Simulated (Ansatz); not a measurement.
How methods differ on SiH4O (silanol)

The species is SiH4O (6 atoms), meant as a singlet with charge 0. As SMILES, `O[SiH3]`. The shape is that of a PBE0-D4/def2-TZVP optimisation.

```csv
atom,x (Å),y (Å),z (Å)
O,0.6367,-1.0303,0.4190
Si,-0.0357,0.3465,-0.1870
H,0.0691,-1.6292,0.9047
H,-1.1283,0.0457,-1.1528
H,1.0605,1.0649,-0.8756
H,-0.6023,1.2024,0.8917
```

Each level gives the energy change with the Si2–H5 bond stretched from 1.481 to 1.851 Å (eV). The values are calculated.

```
                      level                    kind  program  value (eV)  less FCI/STO-3G  CPU time (all runs)
  SVWN5/STO-3G (restricted)                     LDA   Ansatz        1.23            -0.03                1.2 s
   BLYP/STO-3G (restricted)                     GGA   Ansatz        1.16            -0.10                1.8 s
    PBE/STO-3G (restricted)                     GGA   Ansatz        1.18            -0.08                1.9 s
  BHLYP/STO-3G (restricted)           global hybrid   Ansatz        1.47            +0.21                2.1 s
r2SCAN0/STO-3G (restricted)         hybrid meta-GGA   Ansatz        1.40            +0.14                4.3 s
  wB97X/STO-3G (restricted)  range-separated hybrid   Ansatz        1.39            +0.13                7.8 s
  CCSDT/STO-3G (restricted)   coupled cluster or CI   Ansatz        1.26             0.00               0.37 s
 CCSDTQ/STO-3G (restricted)   coupled cluster or CI   Ansatz        1.26             0.00                5.6 s
                 FCI/STO-3G      exact in the basis   Ansatz        1.26             0.00                  5 s
```

FCI/STO-3G is exact within its basis and frozen core, so for wave-function methods in that basis the difference is their error; functionals converge differently with the basis, so for them it is only a difference. The first shape isn't each level's own minimum. The values span 1.16 to 1.47 eV. All rows use very small basis sets, so none should be taken for the real molecule's value. Times are those of the runs behind each value, whatever else they computed, on shared processors of several kinds: orders of magnitude only.
